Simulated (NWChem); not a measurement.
System: silicon monoxide (SiO, singlet); SMILES [Si]=O

NWChem input:

```
start job
memory heap 200 mb stack 900 mb global 1100 mb
geometry units angstroms noautosym nocenter noautoz
  Si     0.000000     0.000000     0.548651
  O      0.000000     0.000000    -0.960088
end
basis spherical
  * library 6-31g*
end
dft
  xc m06-2x
  iterations 150
end
cosmo
  do_cosmo_smd true
  solvent water
end
task dft energy
```

Excerpt of the output:

```
             Northwest Computational Chemistry Package (NWChem) 7.3.0
             --------------------------------------------------------

                             Geometry "geometry" -> ""
                             -------------------------

 Output coordinates in angstroms (scale by  1.889725989 to convert to a.u.)

  No.       Tag          Charge          X              Y              Z
 ---- ---------------- ---------- -------------- -------------- --------------
    1 Si                  14.0000     0.00000000     0.00000000     0.54865100
    2 O                    8.0000     0.00000000     0.00000000    -0.96008800

 Effective nuclear repulsion energy (a.u.)      39.2830382776

                                 NWChem DFT Module
                                 -----------------

 Summary of "ao basis" -> "ao basis" (spherical)
 ------------------------------------------------------------------------------
       Tag                 Description            Shells   Functions and Types
 ---------------- ------------------------------  ------  ---------------------
 Si                          6-31g*                  8       18   4s3p1d
 O                           6-31g*                  6       14   3s2p1d

 in cosmo_initialize ...
 calling solv_data for solv:h2o

 solvent parameters
 solvname_short: h2o
 solvname_long:  water
 dielec:       78.4000
 dielecinf:     1.7769
 aqueous SMD model solvent descriptors
 dielec:       78.4000
 sola:          0.8200

          ---------------
          -cosmo- solvent
          ---------------
 Cosmo: York-Karplus, doi: 10.1021/jp992097l
 dielectric constant -eps-     =  78.40
 screen = (eps-1)/(eps    )    =   0.98724
 surface charge correction     = lagrangian

   van der Waals surface
 --------------------------

 ---------- ATOMIC COORDINATES (A.U.) ------------ VDWR(ANG.) --
     1    0.00000000    0.00000000    1.03680005     2.470
     2    0.00000000    0.00000000   -1.81430324     1.520
 number of segments per atom =        128
 number of   points per atom =        128
 atom (   nspa,  nppa )
 ----------------------
    1 (    120,     0 )       0
    2 (     48,     0 )       0
 number of -cosmo- surface points =      168
 molecular surface =     75.893 angstrom**2
 molecular volume  =     65.950 angstrom**3
 -lineq- algorithm             =   0
 -bem- low  level              =   3
 -bem- from -octahedral-
 gaussian surface charge width =   4.50000
 degree of switching           =   1.00000
 switching function tolerance  =   0.00010
 atomic radii =
 --------------
    1 14.000  2.470
    2  8.000  1.520
 ...... end of -cosmo- initialization ......

 nat:                     2
 ixmem:                   309
 calling mnsol_interface()
 G(SMD-CDS) energy (kcal/mol)  =     0.000
 SMD-CDS SASA (angstrom**2)    =    86.478

            General Information
            -------------------
          SCF calculation type: DFT
          Wavefunction type:  closed shell.
          No. of atoms     :     2
          No. of electrons :    22
           Alpha electrons :    11
            Beta electrons :    11
          Charge           :     0
          Spin multiplicity:     1
          Use of symmetry is: off; symmetry adaption is: off
          Maximum number of iterations: 150
          AO basis - number of functions:    32
                     number of shells:    14
          Convergence on energy requested:  1.00D-06
          Convergence on density requested:  1.00D-05
          Convergence on gradient requested:  5.00D-04

              XC Information
              --------------
                       M06-2X Method XC Functional
                     Hartree-Fock (Exact) Exchange  0.540
                        M06-2X Exchange Functional  1.000
                      M06-2X Correlation Potential  1.000

             Grid Information
             ----------------
          Grid used for XC integration:  medium
          Radial quadrature: Mura-Knowles
          Angular quadrature: Lebedev.
          Tag              B.-S. Rad. Rad. Pts. Rad. Cut. Ang. Pts.
          ---              ---------- --------- --------- ---------
          Si                  1.10       88           6.0       590
          O                   0.60       49           7.0       434
          Grid pruning is: on
          Number of quadrature shells:   137
          Spatial weights used:  Erf1

      Superposition of Atomic Density Guess
      -------------------------------------

 Sum of atomic energies:        -363.57165975

      Non-variational initial energy
      ------------------------------

 Total energy =    -363.629314
 1-e energy   =    -581.523636
 2-e energy   =     178.611283
 HOMO         =      -0.349720
 LUMO         =      -0.024667

[...]

                                COSMO-SMD solvation results
                                ---------------------------

             internal energy in gas <Psi(g)|H|Psi(g)> =      -364.646881519066
         internal energy in solvent <Psi(s)|H|Psi(s)> =      -364.643835051394
                               delta internal energy  =         0.003046467672 (    1.91 kcal/mol)
   total free energy in solvent <Psi(s)|H+V/2|Psi(s)> =      -364.657829228914
 polarization energy contribution <Psi(s)|V/2|Psi(s)> =        -0.013994177520 (   -8.78 kcal/mol)
    total free energy in solvent including G(SMD-CDS) =      -364.657829228914
                       G(SMD-CDS) energy contribution =         0.000000000000 (    0.00 kcal/mol)
     1 M fixed-concentration free energy of solvation =        -0.010947709848 (   -6.87 kcal/mol)

                       DFT Final Molecular Orbital Analysis
                       ------------------------------------

 Vector    9  Occ=2.000000D+00  E=-4.081206D-01
              MO Center= -4.6D-11,  7.1D-12, -7.1D-01, r^2= 1.0D+00
   Bfn.  Coefficient  Atom+Function         Bfn.  Coefficient  Atom+Function
  ----- ------------  ---------------      ----- ------------  ---------------
    21      0.553886  2 O  px                25      0.417080  2 O  px
     7      0.257001  1 Si px                 3     -0.106983  1 Si px
    11      0.103083  1 Si px                17      0.075998  1 Si d  1
    31     -0.029110  2 O  d  1

 Vector   10  Occ=2.000000D+00  E=-4.081206D-01
              MO Center=  2.4D-11,  7.8D-10, -7.1D-01, r^2= 1.0D+00
   Bfn.  Coefficient  Atom+Function         Bfn.  Coefficient  Atom+Function
  ----- ------------  ---------------      ----- ------------  ---------------
    22      0.553886  2 O  py                26      0.417080  2 O  py
     8      0.257001  1 Si py                 4     -0.106983  1 Si py
    12      0.103083  1 Si py                15     -0.075998  1 Si d -1
    29      0.029110  2 O  d -1

 Vector   11  Occ=2.000000D+00  E=-3.665212D-01
              MO Center= -1.5D-11,  5.7D-11,  4.7D-01, r^2= 2.2D+00
   Bfn.  Coefficient  Atom+Function         Bfn.  Coefficient  Atom+Function
  ----- ------------  ---------------      ----- ------------  ---------------
     9      0.427108  1 Si pz                10      0.407226  1 Si s
     6      0.385283  1 Si s                 23     -0.382630  2 O  pz
    27     -0.235961  2 O  pz                 2     -0.172657  1 Si s
     5     -0.170310  1 Si pz                16     -0.070913  1 Si d  0
    13      0.052389  1 Si pz                24      0.044303  2 O  s

 Vector   12  Occ=0.000000D+00  E=-2.391286D-02
              MO Center=  4.0D-11,  7.0D-13,  4.9D-01, r^2= 2.9D+00
   Bfn.  Coefficient  Atom+Function         Bfn.  Coefficient  Atom+Function
  ----- ------------  ---------------      ----- ------------  ---------------
    11      0.596741  1 Si px                 7      0.521039  1 Si px
    25     -0.339353  2 O  px                21     -0.288485  2 O  px
     3     -0.187645  1 Si px                17     -0.073750  1 Si d  1

 Vector   13  Occ=0.000000D+00  E=-2.391286D-02
              MO Center= -7.2D-11,  4.2D-09,  4.9D-01, r^2= 2.9D+00
   Bfn.  Coefficient  Atom+Function         Bfn.  Coefficient  Atom+Function
  ----- ------------  ---------------      ----- ------------  ---------------
    12      0.596741  1 Si py                 8      0.521039  1 Si py
    26     -0.339353  2 O  py                22     -0.288485  2 O  py
     4     -0.187645  1 Si py                15      0.073750  1 Si d -1

 Vector   14  Occ=0.000000D+00  E= 7.890851D-02
              MO Center=  4.9D-11, -3.9D-10,  3.0D-01, r^2= 4.3D+00
   Bfn.  Coefficient  Atom+Function         Bfn.  Coefficient  Atom+Function
  ----- ------------  ---------------      ----- ------------  ---------------
    13      1.075743  1 Si pz                24      0.775083  2 O  s
    10     -0.664724  1 Si s                  9      0.215612  1 Si pz
    27      0.143364  2 O  pz                16      0.139429  1 Si d  0
    23      0.118309  2 O  pz                20      0.111659  2 O  s
     5     -0.076351  1 Si pz                19     -0.069519  2 O  s

     Multipole analysis of the density
     ---------------------------------

     L   x y z        total         alpha         beta         nuclear
     -   - - -        -----         -----         ----         -------
     0   0 0 0     -0.000000    -11.000000    -11.000000     22.000000

     1   1 0 0      0.000000      0.000000      0.000000      0.000000
     1   0 1 0     -0.000000     -0.000000     -0.000000      0.000000
     1   0 0 1      1.496557      0.747891      0.747891      0.000775

     2   2 0 0    -11.704953     -5.852477     -5.852477      0.000000
     2   1 1 0      0.000000      0.000000      0.000000      0.000000
     2   1 0 1     -0.000000     -0.000000     -0.000000      0.000000
     2   0 2 0    -11.704953     -5.852477     -5.852477      0.000000
     2   0 1 1      0.000000      0.000000      0.000000      0.000000
     2   0 0 2    -15.018665    -28.200798    -28.200798     41.382931
```

Level: M06-2X/6-31G* (spherical d), SMD on the gas-phase geometry. Low-valent species are run as closed-shell singlets; no triplet was tried in these runs. Structure relaxed at the PBE0-D3(BJ)/def2-TZVP level. Solvent: water.
